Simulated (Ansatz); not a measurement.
A run of Ansatz (development build ahead of 0.2.0) on singlet HF at this shape:

```xyz
2

F     0.0000    0.0000    0.0000
H     0.0000    0.0000    1.3036
```

Its results:

```json
{
 "Converged": "yes",
 "Reference energy": "-99.92902 hartree",
 "Correlation energy": "-0.21356 hartree",
 "Total energy": "-100.14258 hartree",
 "Spin squared of the determinant": "0.042",
 "Stability test": "minimum"
}
```

Forces (eV/Å):
```
atom     Fx     Fy       Fz
  F1  0.000  0.000   17.110
  H2  0.000  0.000  -17.110
```

Problem. Which input gives this output? Name the method, the orbitals and the basis set, and write the input.

Solution. UHF-MP2 in cc-pVDZ.

```yaml
crystal:
  periodic: [false, false, false]
  atoms:
    - { symbol: F, position_ang: [0.0, 0.0, 0.0] }
    - { symbol: H, position_ang: [0.0, 0.0, 1.3036] }
basis:
  gaussian: { orbitals: cc-pVDZ }
magnetization:
  spin_polarized: true
hamiltonian:
  xc: hf
correlation:
  method: mp2
  frozen_orbitals: { F: 1, H: 0 }
output:
  forces: true
```

Caution: bonds are stretched, where a single reference can fail.
